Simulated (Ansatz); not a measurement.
## HAl–O–Al, quartet: reading a ladder of total energies

Geometry: displaced at random from a stationary point.

```xyz
4

Al    0.0708   -0.1030    1.6447
O    -0.0941    0.0716   -0.0268
Al   -0.0175    0.0162   -1.7226
H     0.0656    1.1881    2.5119
```

Basis cc-pVDZ; Ansatz 0.2.0. Only valence electrons are correlated (noble-gas cores frozen), which leaves 13 electrons in 44 orbitals. Prefix R: restricted or restricted open-shell reference; prefix U: unrestricted.

Full CI isn't at hand for all of this; UCCSDT(Q) serves as the reference, and is uncertain by about the last step of the cluster series.

Runs differ by some tens of microhartree through their thresholds and, for an open shell, their frozen cores, so steps under 0.03 kcal/mol mean nothing.

```tsv
level	total energy (hartree)
UHF	-559.263160
UMP2	-559.515261
UCCSD	-559.529914
UCCSD(T)	-559.537232
UCCSDT	-559.538037
UCCSDT(Q)	-559.538926
```

Task: What is the correlation energy at UCCSDT(Q), and what share of it do UMP2 and UCCSD recover?

Result: E(corr) = -559.538926 − (-559.263160) = -0.275766 hartree = -7.504 eV. UMP2: -0.252101 / -0.275766 = 91.42 %. UCCSD: -0.266754 / -0.275766 = 96.73 %.

Task: By how many kcal/mol does UCCSD(T) miss UCCSDT(Q) (1 hartree = 627.509 kcal/mol), and which steps make up the rest?

Result: -559.537232 − (-559.538926) = 0.001694 hartree = 1.06 kcal/mol. Steps: UCCSDT − UCCSD(T) = -0.51, UCCSDT(Q) − UCCSDT = -0.56 kcal/mol. Differences between like states or geometries often cancel part of this.
